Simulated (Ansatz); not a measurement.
# Cubic perovskite SrTiO3 (cubic form, which distorts at low temperature)

Computed with LDA in Ansatz (plane waves, PAW).

Settings: plane-wave cutoff 520 eV, 10×10×10 k mesh, Fermi–Dirac smearing 0.01 eV, no spin polarisation, scalar-relativistic PAW data made under PBE.

Cell (measured lattice):

Space group Pm-3m (No. 221); a = 3.9050 Å, b = 3.9050 Å, c = 3.9050 Å, α = 90.00°, β = 90.00°, γ = 90.00°

| atom | site | symmetry | x | y | z |
|---|---|---|---|---|---|
| Sr | 1a | m-3m | 0.0000 | 0.0000 | 0.0000 |
| Ti | 1b | m-3m | 0.5000 | 0.5000 | 0.5000 |
| O | 3c | 4/mm.m | 0.0000 | 0.5000 | 0.5000 |

```
Quantity                                       Value
-------------------------------------------  -------
band gap                                     1.78 eV
smallest direct gap on the k points sampled  2.13 eV
```

Measured, for comparison: band gap 3.59 eV (zero-point renormalisation of 336 meV (experimental, the table's column) added back here, indirect; inputs from Miglio et al. (2020), arXiv:2011.12765).

Note: cell and atoms aren't relaxed at this level (pressure -7.3 GPa).

Spin–orbit coupling is not included.

Static lattice: no zero-point or thermal effects.

Cost on a shared machine: very roughly 12 core-seconds.

Ansatz is an electronic-structure program.
